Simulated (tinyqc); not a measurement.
Inside a calculation. Method: ROHF in the sto-6g basis, for NH, spin multiplicity 3. One step of it, computed by the program tinyqc.

Question. Iteration 2: Roothaan effective Fock matrix. With projectors Pc = D(beta) S, Po = (D(alpha) - D(beta)) S, Pv = 1 - D(alpha) S, the block xy is Px^T F Py; with Fc = (F(alpha) + F(beta))/2, the blocks are Fc for cc, oo, vv and cv, F(beta) for co and F(alpha) for ov.

F(alpha) (hartree), lower triangle:
```
             1N 1s      1N 2s     1N 2px     1N 2py     1N 2pz      2H 1s
1N 1s   -15.509504
1N 2s    -3.763367  -1.879089
1N 2px    0.000000   0.000000  -0.442683
1N 2py    0.000000   0.000000   0.000000  -0.442683
1N 2pz   -0.021559  -0.055516   0.000000   0.000000  -0.285589
2H 1s    -0.634174  -0.675330   0.000000   0.000000  -0.461010  -0.412240
```

F(beta) (hartree), lower triangle:
```
             1N 1s      1N 2s    1N 2px    1N 2py     1N 2pz      2H 1s
1N 1s   -15.465354
1N 2s    -3.696144  -1.565937
1N 2px    0.000000   0.000000  0.361691
1N 2py    0.000000   0.000000  0.000000  0.361691
1N 2pz   -0.021559  -0.055516  0.000000  0.000000  -0.203323
2H 1s    -0.621577  -0.603469  0.000000  0.000000  -0.444847  -0.389082
```

D(alpha) after iteration 1, lower triangle:
```
            1N 1s      1N 2s    1N 2px    1N 2py    1N 2pz     2H 1s
1N 1s    1.050627
1N 2s   -0.218688   0.960576
1N 2px   0.000000   0.000000  1.000000
1N 2py   0.000000   0.000000  0.000000  1.000000
1N 2pz   0.049454  -0.253358  0.000000  0.000000  0.522786
2H 1s   -0.025834   0.039095  0.000000  0.000000  0.348361  0.283843
```

D(beta) after iteration 1, lower triangle:
```
            1N 1s      1N 2s    1N 2px    1N 2py    1N 2pz     2H 1s
1N 1s    1.050627
1N 2s   -0.218688   0.960576
1N 2px   0.000000   0.000000  0.000000
1N 2py   0.000000   0.000000  0.000000  0.000000
1N 2pz   0.049454  -0.253358  0.000000  0.000000  0.522786
2H 1s   -0.025834   0.039095  0.000000  0.000000  0.348361  0.283843
```

overlap S, lower triangle:
```
           1N 1s     1N 2s    1N 2px    1N 2py    1N 2pz     2H 1s
1N 1s   1.000000
1N 2s   0.229416  1.000000
1N 2px  0.000000  0.000000  1.000000
1N 2py  0.000000  0.000000  0.000000  1.000000
1N 2pz  0.000000  0.000000  0.000000  0.000000  1.000000
2H 1s   0.038241  0.380890  0.000000  0.000000  0.365575  1.000000
```

Give: effective F.

Answer.

effective F (hartree), lower triangle:
```
          1N 1s   1N 2s  1N 2px  1N 2py  1N 2pz   2H 1s
1N 1s   -15.487
1N 2s    -3.730  -1.723
1N 2px    0.000   0.000  -0.040
1N 2py    0.000   0.000   0.000  -0.040
1N 2pz   -0.022  -0.056   0.000   0.000  -0.244
2H 1s    -0.628  -0.639   0.000   0.000  -0.453  -0.401
```
